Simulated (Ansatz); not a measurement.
Ansatz (a first-principles code) input:

Ansatz 0.2 input:
```yaml
crystal:
  periodic: [false, false, false]
  atoms:
    - {symbol: O, position_ang: [0.00517139, 0.15540752, 1.20951222]}
    - {symbol: C, position_ang: [0.01320041, 1.25584298, 0.31169047]}
    - {symbol: C, position_ang: [-0.00431632, -0.91133221, 0.37289140]}
    - {symbol: C, position_ang: [0.00947597, 0.94781277, -1.01522560]}
    - {symbol: C, position_ang: [-0.00205547, -0.51167043, -0.92424021]}
    - {symbol: H, position_ang: [0.02166140, 2.21336410, 0.82752732]}
    - {symbol: H, position_ang: [-0.01161203, -1.88934470, 0.84355854]}
    - {symbol: H, position_ang: [-0.00779829, -1.20836809, -1.76105060]}
basis:
  gaussian:
    orbitals: def2-TZVP
hamiltonian:
  xc: b3lyp
  dispersion: d3bj
total_charge: -1
relax: {f_tol: 0.002, max_steps: 150}
```

Question: What final total energy does it print?

Answer: -229.47666 Eh (B3LYP-D3(BJ)/def2-TZVP). The basis has 173 functions. The run takes around 40 core-seconds (rough).

It need not be the lowest isomer of its formula. Whether it binds its extra electron was not tested at this geometry.
